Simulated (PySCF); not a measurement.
**A base run of SiS and its variants**

A base run and a few variants of its settings.

Program: PySCF 2.14.0. Level of theory: each script names its method and basis. These are calculated values, not measurements.

1 further run of the same task is left out (it didn't finish).

### 1 The system as given

SiS: 2 atoms, charge 0, spin multiplicity 1.

Bond lengths: Si1–S2 1.795 Å.

### 2 The run that the others are compared with

Contents of input.py:

```python
from pyscf import gto, scf, mp

mol = gto.M(
    atom='Si 0 0 0; S 0 0 1.795',
    basis='6-311++g**',
    charge=0,
    spin=0,
    verbose=4,
)
mf = scf.UHF(mol)
mf.kernel()
mp.MP2(mf, frozen=10).kernel()
mf.dip_moment()
print('orbital energies (hartree):', [e[max(0, n-3):n+3].round(4) for e, n in zip(mf.mo_energy, mol.nelec)])
```

The run is started by

```sh
> OMP_NUM_THREADS=1 python input.py
```

The log of this run is left out.

Base result: E(SCF) = -686.472214 Eh, 12 cycles, E(MP2) − E(SCF) = -0.19755 Eh, μ = 1.76 D (of the SCF density).

The bond length is a typed value, not an optimised one.

### 3 Cc-pvdz-dk (X2C on)

Run 1 changes basis set: 6-311++g** → cc-pvdz-dk; spin-free X2C: off → on.

Contents of input.py:

```python
from pyscf import gto, scf, mp

mol = gto.M(
    atom='Si 0 0 0; S 0 0 1.795',
    basis='cc-pvdz-dk',
    charge=0,
    spin=0,
    verbose=4,
)
mf = scf.UHF(mol)
mf = mf.sfx2c1e()
mf.kernel()
mp.MP2(mf, frozen=10).kernel()
mf.dip_moment()
print('orbital energies (hartree):', [e[max(0, n-3):n+3].round(4) for e, n in zip(mf.mo_energy, mol.nelec)])
```

The run is started by

```sh
> OMP_NUM_THREADS=1 python input.py
```

Before running it: what results should come out? Wanted: for each run, E(SCF); from base; gap; SCF dipole; after the SCF.

**Answer**, as computed:

```csv
run,E(SCF) (hartree),from base (eV),cycles,gap (eV),SCF dipole (D),after the SCF
base,-686.472214,0,12,11.30,1.76,"MP2 correlation -5.376 eV, core frozen"
cc-pvdz-dk (X2C on),-688.148319,not comparable,11,11.79,1.49,"MP2 correlation -5.390 eV, core frozen"
```

Distance from each run's final energy (log10 hartree) by cycle:

```csv
run,cycle 1,cycle 2,cycle 3,cycle 5,cycle 8,cycle 12
base,-1.4,-1.8,-3.6,-5.6,-6.4,< -11
cc-pvdz-dk (X2C on),-1.4,-1.9,-3.6,-6.6,-7.7,done
```

What this shows: Total energies from different bases, Hamiltonians or methods carry different errors, so properties are taken as differences within one set-up.
